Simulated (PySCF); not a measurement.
Compound: C4H6F (doublet state).
Cartesian coordinates in Å at the GFN2-xTB level; atoms count from 1:
```xyz
11
C4H6F angstrom
C     -0.8686    1.0488   -0.6215
C     -0.2109   -0.0103   -0.0342
C     -0.8463   -1.1596    0.3663
C      1.2812    0.1336    0.1625
F      1.8418   -0.9689    0.7523
H     -0.3454    1.9366   -0.9260
H     -1.9284    1.0102   -0.7904
H     -1.9062   -1.2726    0.2314
H     -0.3047   -1.9681    0.8204
H      1.5057    0.9861    0.8139
H      1.7872    0.2669   -0.8007
```

The hyperfine couplings belong to this conformer and change with its torsions.

As a line formula: `[CH2]C(=C)CF` [radical].

The calculation used UKS B3LYP, pcH-1 on C F H, non-relativistic, mean-field spin-orbit, GIAO (PySCF). One conformer (not necessarily the lowest) at the GFN2-xTB geometry, without solvent, vibrations or thermal averaging. The geometry wasn't refined by DFT: couplings that depend on bond lengths, twists or pyramidal angles can differ widely from those at the functional's own minimum. The SCF solution wasn't tested for stability. ⟨S²⟩ is 0.778 where a pure state has 0.75.

Principal values of hyperfine tensors in MHz (contact and dipolar terms together), for some of the nuclei:

| atom | isotope | A1 | A2 | A3 | alike by the symmetry of this geometry |
| --- | --- | --- | --- | --- | --- |
| C1 | 13C | 2.96 | 4.68 | 165.30 | none |
| C3 | 13C | 2.93 | 4.56 | 152.67 | none |
| C2 | 13C | -79.34 | -37.41 | -31.67 | none |
| H6 | 1H | -70.41 | -43.94 | -16.70 | none |
| H7 | 1H | -65.44 | -44.00 | -17.58 | none |
| H9 | 1H | -66.05 | -42.01 | -16.40 | none |
| H11 | 1H | -18.62 | -17.44 | -13.14 | H10 |
| C4 | 13C | 5.61 | 6.10 | 7.30 | none |

(1) Give the isotropic coupling of each nucleus in MHz and in mT (g = 2.0026), and the anisotropic part.

(2) What spin density at the nucleus of C4 lies behind its contact coupling (g_N = 1.40482)?

(3) H8 (1H, g_N = 5.58569) isn't in the table. Its spin density at the nucleus is -0.008707 bohr⁻³. What is its contact coupling?

(4) Name the largest traceless tensor T of the table and describe it.

(5) In a single crystal, with the field along each principal axis of the tensor of C3 in turn, what first-order splitting does this nucleus give (isotropic g, quadrupole terms neglected)?

## Answers

(1) a_iso is a third of the trace, T = A − a_iso, and a(mT) = a(MHz)/(g × 13.996).

```tsv
atom	a_iso (MHz)	a_iso (mT)	T1	T2	T3
C1	57.64	2.057	-54.69	-52.96	107.65
C3	53.39	1.905	-50.46	-48.83	99.28
C2	-49.47	-1.765	-29.86	12.06	17.80
H6	-43.68	-1.558	-26.73	-0.26	26.99
H7	-42.34	-1.511	-23.10	-1.66	24.76
H9	-41.49	-1.480	-24.56	-0.53	25.09
H11	-16.40	-0.585	-2.22	-1.04	3.26
C4	6.34	0.226	-0.73	-0.24	0.96
```

(2) a_FC = 800.24 MHz bohr³ × g_N × ρ(0)/(2S). With a_FC = 6.34 MHz and 2S = 1, ρ(0) = 0.00564 bohr⁻³.

(3) By the same relation, a_FC = -38.9 MHz. Its full tensor has the principal values -59.77, -40.85, -16.13 MHz.

(4) C1: -54.7, -53.0, 107.7 MHz, axial, in the ratio −1:−1:+2, the form that spin in one p orbital centred on that nucleus gives.

(5) 2 lines (I = 1/2), spaced by |A_i|/(g × 13.996): 0.10, 0.16, 5.45 mT along the axes of A1, A2 and A3.
